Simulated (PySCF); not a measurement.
Can point charges reproduce the dipole moment of `[SiH3]P`?

Coordinates (GFN2-xTB, Å) and charges (e) from the PBE0/pcSseg-1 density (PySCF):

```json
{"atom": "Si1", "x": "-0.832", "y": "0.061", "z": "-0.033", "Mulliken": "+0.3054", "IAO": "+0.4240", "Hirshfeld": "+0.2602", "ESP-fitted": "+0.4422"}
{"atom": "P2", "x": "1.329", "y": "0.192", "z": "-0.591", "Mulliken": "-0.2353", "IAO": "-0.0973", "Hirshfeld": "-0.0220", "ESP-fitted": "-0.3831"}
{"atom": "H3", "x": "-1.485", "y": "-0.761", "z": "-1.050", "Mulliken": "-0.0595", "IAO": "-0.1032", "Hirshfeld": "-0.0724", "ESP-fitted": "-0.0858"}
{"atom": "H4", "x": "-1.054", "y": "-0.531", "z": "1.289", "Mulliken": "-0.0655", "IAO": "-0.1140", "Hirshfeld": "-0.0767", "ESP-fitted": "-0.1347"}
{"atom": "H5", "x": "-1.352", "y": "1.427", "z": "-0.050", "Mulliken": "-0.0595", "IAO": "-0.1033", "Hirshfeld": "-0.0725", "ESP-fitted": "-0.0869"}
{"atom": "H6", "x": "1.649", "y": "-1.099", "z": "-0.211", "Mulliken": "+0.0572", "IAO": "-0.0031", "Hirshfeld": "-0.0084", "ESP-fitted": "+0.1243"}
{"atom": "H7", "x": "1.749", "y": "0.715", "z": "0.618", "Mulliken": "+0.0572", "IAO": "-0.0030", "Hirshfeld": "-0.0083", "ESP-fitted": "+0.1240"}
```

Problem. Compute μ = Σ q r for each scheme (1 e·Å = 4.803 D) and compare with the dipole of the full density.

Solution. The full density gives (-0.33, -0.41, 0.94) D, 1.07 D in size; dipole vectors point from the negative to the positive end.

| scheme | μx | μy | μz | size (D) | share of the full size (%) | angle to the full dipole (°) |
| --- | --- | --- | --- | --- | --- | --- |
| Mulliken | -0.65 | -0.26 | 0.64 | 0.95 | 88 | 26 |
| IAO | -0.38 | 0.00 | 0.04 | 0.38 | 36 | 66 |
| Hirshfeld | 0.06 | 0.03 | -0.09 | 0.11 | 10 | 165 |
| ESP-fitted | -0.33 | -0.39 | 0.88 | 1.02 | 95 | 1 |

Problem. Which set comes closest?

Solution. Length of the difference vector: ESP-fitted 0.06 D, Mulliken 0.46 D, IAO 0.98 D, Hirshfeld 1.18 D. Closest: ESP-fitted. 

Problem. What is left for the Hirshfeld atoms' own dipoles?

Solution. The shares of the density sum to the whole, so what Σ q r misses lies in dipoles about the nuclei. The atomic dipoles sum to (-0.33, -0.41, 0.94) − (0.06, 0.03, -0.09) = (-0.39, -0.44, 1.03) D, 1.18 D in size.

Problem. With the origin at the mean of the coordinates, (0.000, 0.001, -0.004) Å, which are the largest single terms, by size, of the IAO dipole along the direction of the full one?

Solution. H4 -0.90, P2 +0.46, Si1 +0.42, H5 +0.09, H3 +0.08 D; all 7 atoms together +0.15 D. The single terms depend on the origin, their sum doesn't.

Problem. Give the size of the full dipole in other units.

Solution. 1.07 D = 0.422 au = 0.223 e·Å = 3.58 × 10⁻³⁰ C·m.

Geometry: GFN2-xTB; no solvent, vibrations or thermal averaging.
